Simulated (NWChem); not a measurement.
System: hydrogen chloride (HCl); SMILES Cl

The following NWChem deck was run.

```
start job
memory heap 200 mb stack 900 mb global 1100 mb
geometry units angstroms noautosym nocenter noautoz
  Cl     0.000000     0.000000     0.071735
  H      0.000000     0.000000    -1.206875
end
basis spherical
  Cl library def2-tzvp
  H library def2-tzvp
end
dft
  xc pbe0
  iterations 150
end
tddft
  cis
  nroots 6
  notriplet
end
task tddft energy
```

NWChem printed, in part:

```
             Northwest Computational Chemistry Package (NWChem) 7.3.0
             --------------------------------------------------------

                             Geometry "geometry" -> ""
                             -------------------------

 Output coordinates in angstroms (scale by  1.889725989 to convert to a.u.)

  No.       Tag          Charge          X              Y              Z
 ---- ---------------- ---------- -------------- -------------- --------------
    1 Cl                  17.0000     0.00000000     0.00000000     0.07173500
    2 H                    1.0000     0.00000000     0.00000000    -1.20687500

 Effective nuclear repulsion energy (a.u.)       7.0357757510

                                 NWChem DFT Module
                                 -----------------

 Summary of "ao basis" -> "ao basis" (spherical)
 ------------------------------------------------------------------------------
       Tag                 Description            Shells   Functions and Types
 ---------------- ------------------------------  ------  ---------------------
 Cl                        def2-tzvp                13       37   5s5p2d1f
 H                         def2-tzvp                 4        6   3s1p

            General Information
            -------------------
          SCF calculation type: DFT
          Wavefunction type:  closed shell.
          No. of atoms     :     2
          No. of electrons :    18
           Alpha electrons :     9
            Beta electrons :     9
          Charge           :     0
          Spin multiplicity:     1
          Use of symmetry is: off; symmetry adaption is: off
          Maximum number of iterations: 150
          AO basis - number of functions:    43
                     number of shells:    17
          Convergence on energy requested:  1.00D-06
          Convergence on density requested:  1.00D-05
          Convergence on gradient requested:  5.00D-04

              XC Information
              --------------
                         PBE0 Method XC Functional
                     Hartree-Fock (Exact) Exchange  0.250
          PerdewBurkeErnzerhof Exchange Functional  0.750
            Perdew 1991 LDA Correlation Functional  1.000 local
           PerdewBurkeErnz. Correlation Functional  1.000 non-local

             Grid Information
             ----------------
          Grid used for XC integration:  medium
          Radial quadrature: Mura-Knowles
          Angular quadrature: Lebedev.
          Tag              B.-S. Rad. Rad. Pts. Rad. Cut. Ang. Pts.
          ---              ---------- --------- --------- ---------
          Cl                  1.00       88           7.0       590
          H                   0.35       45           7.0       434
          Grid pruning is: on
          Number of quadrature shells:   133
          Spatial weights used:  Erf1

      Superposition of Atomic Density Guess
      -------------------------------------

 Sum of atomic energies:        -459.97749781

      Non-variational initial energy
      ------------------------------

 Total energy =    -460.050282
 1-e energy   =    -649.168386
 2-e energy   =     182.082329
 HOMO         =      -0.447701
 LUMO         =       0.074526

   convergence    iter        energy       DeltaE   RMS-Dens  Diis-err
 ---------------- ----- ----------------- --------- --------- ---------
 d= 0,ls=0.0,diis     1   -460.6456998943 -4.68D+02  7.16D-03  4.11D-01
 d= 0,ls=0.0,diis     2   -460.6560004636 -1.03D-02  4.51D-03  6.10D-02
 d= 0,ls=0.0,diis     3   -460.6616730392 -5.67D-03  1.69D-03  2.12D-02
 d= 0,ls=0.0,diis     4   -460.6643892420 -2.72D-03  1.09D-04  3.65D-05
 d= 0,ls=0.0,diis     5   -460.6643927318 -3.49D-06  2.80D-05  5.35D-06
 d= 0,ls=0.0,diis     6   -460.6643931764 -4.45D-07  3.26D-06  4.17D-08

         Total DFT energy =     -460.664393176378
      One electron energy =     -650.037492519962
           Coulomb energy =      210.792696554731
    Exchange-Corr. energy =      -28.455372962154
 Nuclear repulsion energy =        7.035775751007

 Numeric. integr. density =       18.000004158598

                       DFT Final Molecular Orbital Analysis
                       ------------------------------------

 Vector    7  Occ=2.000000D+00  E=-4.866755D-01
              MO Center=  5.4D-09, -6.0D-09, -1.3D-01, r^2= 1.3D+00
   Bfn.  Coefficient  Atom+Function         Bfn.  Coefficient  Atom+Function
  ----- ------------  ---------------      ----- ------------  ---------------
    17      0.419158  1 Cl pz                39     -0.256537  2 H  s
     5      0.247271  1 Cl s                  4      0.220002  1 Cl s
    14      0.207808  1 Cl pz                20      0.188152  1 Cl pz
     8     -0.171252  1 Cl pz                 3     -0.158672  1 Cl s
    38     -0.158429  2 H  s                 11     -0.082143  1 Cl pz

 Vector    8  Occ=2.000000D+00  E=-3.458161D-01
              MO Center= -1.5D-08,  1.6D-08,  3.9D-02, r^2= 1.2D+00
   Bfn.  Coefficient  Atom+Function         Bfn.  Coefficient  Atom+Function
  ----- ------------  ---------------      ----- ------------  ---------------
    16     -0.402787  1 Cl py                15      0.367142  1 Cl px
    19     -0.269419  1 Cl py                18      0.245576  1 Cl px
    13     -0.190607  1 Cl py                12      0.173739  1 Cl px
     7      0.154466  1 Cl py                 6     -0.140796  1 Cl px
    10      0.072516  1 Cl py                 9     -0.066099  1 Cl px

 Vector    9  Occ=2.000000D+00  E=-3.458161D-01
              MO Center= -1.5D-09,  9.7D-10,  3.9D-02, r^2= 1.2D+00
   Bfn.  Coefficient  Atom+Function         Bfn.  Coefficient  Atom+Function
  ----- ------------  ---------------      ----- ------------  ---------------
    15      0.402787  1 Cl px                16      0.367142  1 Cl py
    18      0.269419  1 Cl px                19      0.245576  1 Cl py
    12      0.190607  1 Cl px                13      0.173739  1 Cl py
     6     -0.154466  1 Cl px                 7     -0.140796  1 Cl py
     9     -0.072516  1 Cl px                10     -0.066099  1 Cl py

 Vector   10  Occ=0.000000D+00  E= 1.252693D-02
              MO Center= -2.4D-09,  3.9D-09, -9.1D-01, r^2= 2.9D+00
   Bfn.  Coefficient  Atom+Function         Bfn.  Coefficient  Atom+Function
  ----- ------------  ---------------      ----- ------------  ---------------
    40      1.308184  2 H  s                  5     -0.827677  1 Cl s
    20      0.717261  1 Cl pz                39      0.299088  2 H  s
    17      0.286876  1 Cl pz                 4     -0.162212  1 Cl s
     3      0.153602  1 Cl s                 14      0.148872  1 Cl pz
    38      0.120081  2 H  s                  8     -0.108024  1 Cl pz

 Vector   11  Occ=0.000000D+00  E= 1.891828D-01
              MO Center=  2.4D-08, -2.5D-08, -8.3D-01, r^2= 2.9D+00
   Bfn.  Coefficient  Atom+Function         Bfn.  Coefficient  Atom+Function
  ----- ------------  ---------------      ----- ------------  ---------------
    40     -1.178441  2 H  s                 39      1.116128  2 H  s
    20      0.346794  1 Cl pz                28      0.180118  1 Cl d  0
    23      0.162346  1 Cl d  0              17      0.142269  1 Cl pz
    38      0.122278  2 H  s                  4      0.103973  1 Cl s
    43      0.050021  2 H  pz                 8     -0.027666  1 Cl pz

 Vector   12  Occ=0.000000D+00  E= 3.559592D-01
              MO Center=  2.2D-08, -2.2D-09,  4.5D-02, r^2= 3.2D+00
   Bfn.  Coefficient  Atom+Function         Bfn.  Coefficient  Atom+Function
  ----- ------------  ---------------      ----- ------------  ---------------
    18      0.962875  1 Cl px                19      0.962262  1 Cl py
    15     -0.797441  1 Cl px                16     -0.796934  1 Cl py
     6      0.115311  1 Cl px                 7      0.115238  1 Cl py
    27     -0.048752  1 Cl d -1              29      0.048783  1 Cl d  1
    12     -0.038835  1 Cl px                13     -0.038810  1 Cl py

     Multipole analysis of the density
     ---------------------------------

     L   x y z        total         alpha         beta         nuclear
     -   - - -        -----         -----         ----         -------
     0   0 0 0     -0.000000     -9.000000     -9.000000     18.000000

     1   1 0 0      0.000000      0.000000      0.000000      0.000000
     1   0 1 0     -0.000000     -0.000000     -0.000000      0.000000
     1   0 0 1     -0.496178     -0.260013     -0.260013      0.023848

[...]

                                NWChem TDDFT Module
                                -------------------

            General Information
            -------------------
           No. of orbitals :      86
            Alpha orbitals :      43
             Beta orbitals :      43
        Alpha frozen cores :       0
         Beta frozen cores :       0
     Alpha frozen virtuals :       0
      Beta frozen virtuals :       0
         Spin multiplicity :       1
    Number of AO functions :      43
        Use of symmetry is : off
      Symmetry adaption is : off
         Schwarz screening :  0.10D-07

              XC Information
              --------------
                  PBE0 Method XC Functional
              Hartree-Fock (Exact) Exchange   0.25
   PerdewBurkeErnzerhof Exchange Functional   0.75
     Perdew 1991 LDA Correlation Functional   1.00 local
    PerdewBurkeErnz. Correlation Functional   1.00 non-local

             TDDFT Information
             -----------------
          Calculation type : Tamm-Dancoff TDDFT
         Wavefunction type : Restricted singlets
          No. of electrons :      18
           Alpha electrons :       9
            Beta electrons :       9
              No. of roots :       6
          Max subspacesize :    5200
            Max iterations :     100
               Target root :       1
           Target symmetry : none
      Symmetry restriction : off
                 Algorithm : Optimal
        Davidson threshold :  0.10D-03

    6 smallest eigenvalue differences (eV)
--------------------------------------------------------
  No. Spin  Occ  Vir  Irrep   E(Occ)    E(Vir)   E(Diff)
--------------------------------------------------------
    1    1    9   10 a        -0.346     0.013     9.751
    2    1    8   10 a        -0.346     0.013     9.751
    3    1    7   10 a        -0.487     0.013    13.584
    4    1    9   11 a        -0.346     0.189    14.558
    5    1    8   11 a        -0.346     0.189    14.558
    6    1    7   11 a        -0.487     0.189    18.391
--------------------------------------------------------

  Entering Davidson iterations
  Restricted singlet excited states

  Iter   NTrls   NConv    DeltaV     DeltaE      Time
  ----  ------  ------  ---------  ---------  ---------
    1      6       0     0.17E+00   0.10+100        0.6
    2     12       0     0.64E-01   0.61E-01        0.6
    3     18       0     0.25E-01   0.88E-02        0.6
    4     24       2     0.34E-02   0.53E-03        0.6
    5     28       5     0.48E-03   0.12E-04        0.5
    6     29       6     0.29E-04   0.11E-06        0.4
  ----  ------  ------  ---------  ---------  ---------
  Convergence criterion met

  Ground state a        -460.664393176378 a.u.

  ----------------------------------------------------------------------------
  Root   1 singlet a              0.291664815 a.u.                7.9366 eV
  ----------------------------------------------------------------------------
     Transition Moments    X  0.16656   Y  0.15186   Z  0.00000
     Dipole Oscillator Strength                    0.0098784045
     Electric Quadrupole                           0.0000000009
     Magnetic Dipole                               0.0000002931
     Total Oscillator Strength                     0.0098786985

     Occ.    9  a   ---  Virt.   10  a       -0.99667
  ----------------------------------------------------------------------------
  Root   2 singlet a              0.291664832 a.u.                7.9366 eV
  ----------------------------------------------------------------------------
     Transition Moments    X  0.15186   Y -0.16656   Z -0.00000
     Dipole Oscillator Strength                    0.0098784032
     Electric Quadrupole                           0.0000000009
     Magnetic Dipole                               0.0000002931
     Total Oscillator Strength                     0.0098786972

     Occ.    8  a   ---  Virt.   10  a       -0.99667
  ----------------------------------------------------------------------------
  Root   3 singlet a              0.467674756 a.u.               12.7261 eV
  ----------------------------------------------------------------------------
     Transition Moments    X -0.40837   Y -0.37131   Z  0.00000
     Dipole Oscillator Strength                    0.0949803394
     Electric Quadrupole                           0.0000003572
     Magnetic Dipole                               0.0000003193
     Total Oscillator Strength                     0.0949810159

     Occ.    8  a   ---  Virt.   18  a       -0.09481
     Occ.    9  a   ---  Virt.   11  a       -0.98892
     Occ.    9  a   ---  Virt.   17  a       -0.09481
  ----------------------------------------------------------------------------
  Root   4 singlet a              0.467674771 a.u.               12.7261 eV
  ----------------------------------------------------------------------------
     Transition Moments    X -0.37131   Y  0.40837   Z  0.00000
     Dipole Oscillator Strength                    0.0949803316
     Electric Quadrupole                           0.0000003572
     Magnetic Dipole                               0.0000003193
     Total Oscillator Strength                     0.0949810081

     Occ.    8  a   ---  Virt.   11  a       -0.98892
     Occ.    8  a   ---  Virt.   17  a        0.09481
     Occ.    9  a   ---  Virt.   18  a       -0.09481
  ----------------------------------------------------------------------------
  Root   5 singlet a              0.467889989 a.u.               12.7319 eV
  ----------------------------------------------------------------------------
     Transition Moments    X  0.00000   Y -0.00000   Z  1.27753
     Dipole Oscillator Strength                    0.5090915164
     Electric Quadrupole                           0.0000009809
     Magnetic Dipole                               0.0000000000
     Total Oscillator Strength                     0.5090924973

     Occ.    7  a   ---  Virt.   10  a       -0.96186
     Occ.    7  a   ---  Virt.   11  a        0.14675
     Occ.    8  a   ---  Virt.   13  a       -0.10866
     Occ.    8  a   ---  Virt.   16  a       -0.11369
     Occ.    9  a   ---  Virt.   12  a       -0.10866
     Occ.    9  a   ---  Virt.   15  a        0.11369
  ----------------------------------------------------------------------------
  Root   6 singlet a              0.622744819 a.u.               16.9458 eV
  ----------------------------------------------------------------------------
     Transition Moments    X -0.00000   Y  0.00000   Z -0.06624
     Dipole Oscillator Strength                    0.0018216926
     Electric Quadrupole                           0.0000001381
     Magnetic Dipole                               0.0000000000
     Total Oscillator Strength                     0.0018218307

     Occ.    6  a   ---  Virt.   10  a       -0.05098
     Occ.    7  a   ---  Virt.   10  a       -0.05315
     Occ.    7  a   ---  Virt.   11  a       -0.87556
     Occ.    8  a   ---  Virt.   16  a       -0.33518
     Occ.    9  a   ---  Virt.   15  a        0.33518

              Target root =      1
          Target symmetry = none
      Ground state energy =   -460.664393176378
        Excitation energy =      0.291664814579
     Excited state energy =   -460.372728361799

  stored tddft:energy   -460.37272836179864
```

Level: PBE0/def2-TZVP, TDA. Structure relaxed at the PBE0-D3(BJ)/def2-TZVP level.
